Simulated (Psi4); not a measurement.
# doublet [SF4]+ at 3 levels

We compute a comparison of 3 runs (U-revPBE/6-311+G**, UBLYP/6-311+G**, UPBE/6-311+G**) of doublet [SF4]+. 

Program for the calculation: Psi4 1.11.

4 further runs of the same task are left out: 3 that didn't finish, 1 set aside as unsound or not needed.

## Step 1: The system as given

[SF4]+: 5 atoms, total charge +1, spin state doublet. As SMILES of the parent species, `FS(F)(F)F`. The coordinates come from a PBE0-D4/def2-TZVP relaxation. That shape belongs to the parent species and isn't relaxed for this state.

Bond lengths: F1–S2 1.553 Å, S2–F3 1.649 Å, S2–F4 1.649 Å, S2–F5 1.553 Å. Angles: F1–S2–F3 87.6°, F1–S2–F4 87.6°, F1–S2–F5 101.3°, F3–S2–F4 172.5°, F3–S2–F5 87.6°, F4–S2–F5 87.6°.

## Step 2: Energy and forces at U-revPBE/6-311+G(d,p) (run 1)

File f4s.xyz:

```xyz
5
F4S
F     -0.561200    -0.228000     1.172800
S      0.064000    -0.357400    -0.243000
F      1.536700    -0.462000     0.491400
F     -1.440100    -0.077300    -0.858200
F      0.400600     1.124600    -0.563100
```

File calc.py:

```python
import psi4

psi4.set_memory(1600000000)
psi4.set_num_threads(1)
psi4.core.set_output_file('output.dat', False)

with open('f4s.xyz') as f:
    atoms = ''.join(f.readlines()[2:])
geom = psi4.geometry('1 2\n' + atoms + 'symmetry c1\nno_reorient\nno_com')

psi4.set_options({
    'basis': '6-311+G**',
    'reference': 'uks',
    'puream': True,
    'e_convergence': 1e-09,
    'd_convergence': 1e-08,
    'scf_type': 'pk',
    'dft_radial_points': 99,
    'dft_spherical_points': 590,
    'maxiter': 100,
})

result, w = psi4.gradient("REVPBE", return_wfn=True)
psi4.oeprop(w, "DIPOLE", "MAYER_INDICES", "LOWDIN_CHARGES")
print('gradient / Eh bohr^-1')
print(result.np.round(6))
print(f'energy = {w.energy():.10f} Eh')
```

Command:

```console
$ python calc.py
```

output.dat:

```text
[...]
  Running in c1 symmetry.
[...]
  Nuclear repulsion =  298.719038940446751
[...]
  Multiplicity = 2
[...]
  Nalpha       = 26
  Nbeta        = 25
[...]
    Number of basis functions: 118
[...]
   @UKS iter   1:  -796.74894182507080    7.89691e-01   6.39647e-03 DIIS/ADIIS
[...]
   @UKS iter  14:  -796.94557952771731    0.00000e+00   3.34386e-09 DIIS
[...]
   @S^2 Observed:                7.528948871E-01
[...]
    Orbital Energies [Eh]
    ---------------------
    Alpha Occupied:
       1A    -88.678517     2A    -24.630038     3A    -24.630030
       4A    -24.623775     5A    -24.623760     6A     -8.272926
       7A     -6.289301     8A     -6.288335     9A     -6.285733
      10A     -1.554294    11A     -1.469645    12A     -1.452044
      13A     -1.423000    14A     -1.035997    15A     -0.869619
      16A     -0.860999    17A     -0.843736    18A     -0.749802
      19A     -0.744165    20A     -0.742015    21A     -0.702285
      22A     -0.693990    23A     -0.680470    24A     -0.660225
      25A     -0.651980    26A     -0.647101
    Alpha Virtual:
[...]
  @UKS Final Energy:  -796.94557952771731
   => Energetics <=
    Nuclear Repulsion Energy =            298.7190389404467510
    One-Electron Energy =               -1684.0194584602563737
    Two-Electron Energy =                 655.3368858925164204
    DFT Exchange-Correlation Energy =     -66.9820459004241968
    Empirical Dispersion Energy =           0.0000000000000000
    VV10 Nonlocal Energy =                  0.0000000000000000
    Total Energy =                       -796.9455795277173138
[...]
  -Total Gradient:
     Atom            X                  Y                   Z
    ------   -----------------  -----------------  -----------------
       1        0.011207990122     0.013481695460    -0.020889532482
       2        0.009330199218    -0.052067418808    -0.035395634310
       3       -0.016943570718     0.029464374743     0.013563347835
       4        0.006950045557     0.026381930817     0.024398446416
       5       -0.010565489146    -0.017145018335     0.018402035483
[...]
 Multipole Moments:
 ------------------------------------------------------------------------------------
     Multipole            Electronic (a.u.)      Nuclear  (a.u.)        Total (a.u.)
 ------------------------------------------------------------------------------------
 L = 1.  Multiply by 2.5417464519 to convert [e a0] to [Debye]
 Dipole X            :         -0.7207099            0.8465973            0.1258874
 Dipole Y            :          4.0265436           -4.7294176           -0.7028740
 Dipole Z            :          2.7382725           -3.2161249           -0.4778524
 Magnitude           :                                                    0.8591987
[...]
```

On the terminal:

```text
gradient / Eh bohr^-1
[[ 0.011208  0.013482 -0.02089 ]
 [ 0.00933  -0.052067 -0.035396]
 [-0.016944  0.029464  0.013563]
 [ 0.00695   0.026382  0.024398]
 [-0.010565 -0.017145  0.018402]]
energy = -796.9455795277 Eh
```

Wall time 1.9 min (1 thread of AMD EPYC, shared host); peak memory 0.68 GiB.

## Step 3: Energy and forces at UBLYP/6-311+G(d,p) (run 2)

File f4s.json:

```json
{
  "schema_name": "qcschema_input",
  "schema_version": 1,
  "molecule": {
    "schema_name": "qcschema_molecule",
    "schema_version": 2,
    "symbols": ["F", "S", "F", "F", "F"],
    "geometry": [-1.0605143, -0.43085756, 2.2162708, 0.12094247, -0.67538812, -0.45920345, 2.90394214, -0.87305347, 0.92861142, -2.72139459, -0.14607583, -1.62176296, 0.75702429, 2.125186, -1.06410478],
    "molecular_charge": 1,
    "molecular_multiplicity": 2,
    "fix_symmetry": "c1"
  },
  "driver": "gradient",
  "model": {
    "method": "blyp",
    "basis": "6-311+G**"
  },
  "keywords": {
    "reference": "uks",
    "puream": true,
    "e_convergence": 1e-09,
    "d_convergence": 1e-08,
    "scf_type": "pk",
    "dft_radial_points": 99,
    "dft_spherical_points": 590,
    "maxiter": 100,
    "scf_properties": ["WIBERG_LOWDIN_INDICES", "QUADRUPOLE", "DIPOLE"]
  }
}
```

Command:

```console
$ psi4 --qcschema f4s.json -n 1 --memory 1600MB
```

stdout, cut to the lines that bear on the results:

```text
[...]
  Running in c1 symmetry.
[...]
  Nuclear repulsion =  298.719038884987754
[...]
  Multiplicity = 2
[...]
  Nalpha       = 26
  Nbeta        = 25
[...]
    Number of basis functions: 118
[...]
   @UKS iter   1:  -796.90592354795285    8.12005e-01   7.00786e-03 ADIIS/DIIS
[...]
   @UKS iter  14:  -797.13558783520489    7.95808e-13   2.09031e-09 DIIS
[...]
   @S^2 Observed:                7.527283831E-01
[...]
  @UKS Final Energy:  -797.13558783520489
   => Energetics <=
    Nuclear Repulsion Energy =            298.7190388849877536
    One-Electron Energy =               -1684.0714654406685895
    Two-Electron Energy =                 655.4055479512530837
    DFT Exchange-Correlation Energy =     -67.1887092307772775
    Empirical Dispersion Energy =           0.0000000000000000
    VV10 Nonlocal Energy =                  0.0000000000000000
    Total Energy =                       -797.1355878352048876
[...]
 Multipole Moments:
 ------------------------------------------------------------------------------------
     Multipole            Electronic (a.u.)      Nuclear  (a.u.)        Total (a.u.)
 ------------------------------------------------------------------------------------
 L = 1.  Multiply by 2.5417464519 to convert [e a0] to [Debye]
 Dipole X            :          0.0248878            0.0908802            0.1157681
 Dipole Y            :         -0.1388556           -0.5074810           -0.6463366
 Dipole Z            :         -0.0943695           -0.3450325           -0.4394020
 Magnitude           :                                                    0.7900806
 L = 2.  Multiply by 1.3450342976 to convert [e a0^2] to [Debye ang]
 Quadrupole XX       :       -179.2549376          158.0502123          -21.2047253
 Quadrupole XY       :          1.8021124           -1.8789872           -0.0768748
[...]
  -Total Gradient:
     Atom            X                  Y                   Z
    ------   -----------------  -----------------  -----------------
       1        0.012754370503     0.012720765252    -0.024516900271
       2        0.008200572213    -0.045759324864    -0.031106760457
       3       -0.021326152761     0.029238103556     0.010959111621
       4        0.011622964738     0.024985343404     0.025899712549
       5       -0.011271768409    -0.021073790801     0.018840469255
[...]
```

The result, in JSON:

```text
{
 "driver": "gradient",
 "model": {
  "method": "blyp",
  "basis": "6-311+G**"
 },
 "success": true,
 "return_result": [0.012754370503370291, 0.012720765252000839, -0.024516900270614317, 0.008200572213085962, -0.045759324863814343, -0.031106760456737353, -0.021326152760735212, 0.02923810355639252, 0.010959111620879841, 0.011622964737515062, 0.024985343404196184, 0.02589971254895096, -0.011271768408670536, -0.02107379080068772, 0.01884046925510851],
 "properties": {
  "calcinfo_nbasis": 118,
  "calcinfo_nmo": 118,
  "calcinfo_nalpha": 26,
  "calcinfo_nbeta": 25,
  "calcinfo_natom": 5,
  "nuclear_repulsion_energy": 298.71903888498775,
  "return_energy": -797.1355878352049,
  "return_gradient": [0.012754370503370291, 0.012720765252000839, -0.024516900270614317, 0.008200572213085962, -0.045759324863814343, -0.031106760456737353, -0.021326152760735212, 0.02923810355639252, 0.010959111620879841, 0.011622964737515062, 0.024985343404196184, 0.02589971254895096, -0.011271768408670536, -0.02107379080068772, 0.01884046925510851],
  "scf_one_electron_energy": -1684.0714654406686,
  "scf_two_electron_energy": 655.4055479512531,
  "scf_xc_energy": -67.18870923077728,
  "scf_dipole_moment": [0.11576808278849549, -0.6463365503473696, -0.4394020289162335],
  "scf_total_energy": -797.1355878352049,
  "scf_total_gradient": [0.012754370503370291, 0.012720765252000839, -0.024516900270614317, 0.008200572213085962, -0.045759324863814343, -0.031106760456737353, -0.021326152760735212, 0.02923810355639252, 0.010959111620879841, 0.011622964737515062, 0.024985343404196184, 0.02589971254895096, -0.011271768408670536, -0.02107379080068772, 0.01884046925510851],
  "scf_iterations": 14
 }
}
```

It took 1.8 min on 1 thread of AMD EPYC, shared host; peak memory 0.69 GiB.

## Step 4: Energy and gradient at UPBE/6-311+G(d,p) (run 3)

File input.inp:

```
memory 1600 MB

molecule system {
  1 2
  F     -0.561200    -0.228000     1.172800
  S      0.064000    -0.357400    -0.243000
  F      1.536700    -0.462000     0.491400
  F     -1.440100    -0.077300    -0.858200
  F      0.400600     1.124600    -0.563100
  symmetry c1
}

set globals {
  reference uks
  puream true
  e_convergence 1e-09
  d_convergence 1e-08
  scf_type pk
  dft_radial_points 99
  dft_spherical_points 590
  maxiter 100
}

result, w = gradient('pbe/6-311+G**', return_wfn=True)
oeprop(w, 'QUADRUPOLE', 'WIBERG_LOWDIN_INDICES', 'MULLIKEN_CHARGES', title='PBE')
```

Command:

```console
$ psi4 -i input.inp -o input.out -n 1
```

input.out, cut to the lines that bear on the results:

```text
[...]
  Running in c1 symmetry.
[...]
  Nuclear repulsion =  298.719038940446751
[...]
  Multiplicity = 2
[...]
  Nalpha       = 26
  Nbeta        = 25
[...]
    Number of basis functions: 118
[...]
   @UKS iter   1:  -796.42385040148213    7.98638e-01   6.40996e-03 DIIS/ADIIS
[...]
   @UKS iter  13:  -796.62066836429904   -1.76215e-11   8.91735e-09 DIIS
[...]
   @S^2 Observed:                7.526733439E-01
[...]
  @UKS Final Energy:  -796.62066836429904
   => Energetics <=
    Nuclear Repulsion Energy =            298.7190389404467510
    One-Electron Energy =               -1683.9640677235797739
    Two-Electron Energy =                 655.2620803536265157
    DFT Exchange-Correlation Energy =     -66.6377199347925995
    Empirical Dispersion Energy =           0.0000000000000000
    VV10 Nonlocal Energy =                  0.0000000000000000
    Total Energy =                       -796.6206683642990356
[...]
  -Total Gradient:
     Atom            X                  Y                   Z
    ------   -----------------  -----------------  -----------------
       1        0.009284571463     0.013430249820    -0.016661733556
       2        0.009879792866    -0.055136778233    -0.037482605341
       3       -0.012885357535     0.028366997933     0.014956758509
       4        0.003101842250     0.026306225664     0.022207262234
       5       -0.009401154582    -0.012854007502     0.017057025374
[...]
 Multipole Moments:
 ------------------------------------------------------------------------------------
     Multipole            Electronic (a.u.)      Nuclear  (a.u.)        Total (a.u.)
 ------------------------------------------------------------------------------------
 L = 1.  Multiply by 2.5417464519 to convert [e a0] to [Debye]
 Dipole X            :          0.0215841            0.0908802            0.1124644
 Dipole Y            :         -0.1203976           -0.5074810           -0.6278785
 Dipole Z            :         -0.0818186           -0.3450325           -0.4268511
 Magnitude           :                                                    0.7675165
 L = 2.  Multiply by 1.3450342976 to convert [e a0^2] to [Debye ang]
 Quadrupole XX       :       -179.0799740          158.0502123          -21.0297617
 Quadrupole XY       :          1.8060391           -1.8789873           -0.0729482
[...]
  Mulliken Charges: (a.u.)
   Center  Symbol    Alpha    Beta     Spin     Total
[...]
```

It took 2 min on 1 thread of AMD EPYC, shared host; peak memory 0.69 GiB.

## Step 5: Overview of the runs

```tsv
run	level	energy (Eh)	HOMO energy (eV)	LUMO energy (eV)	⟨S²⟩	wall time
1	U-revPBE/6-311+G**	-796.945580	-17.59	-16.35	0.753	1.9 min
2	UBLYP/6-311+G**	-797.135588	-17.61	-16.41	0.753	1.8 min
3	UPBE/6-311+G**	-796.620668	-17.67	-16.46	0.753	2 min
```

## Step 6: What came out

| quantity | value |
| --- | --- |
| run 3: total energy | -796.62067 Eh |
| run 3: HOMO energy (highest over α and β) | -17.67 eV |
| run 3: LUMO energy (lowest over α and β) | -16.46 eV |
| run 3: ⟨S²⟩ | 0.753 |
| run 3: largest force on an atom | 3.466 eV/Å |

What this shows: Totals of different functionals can't be ranked against each other. All runs together took 5.8 min, the longest 2 min.
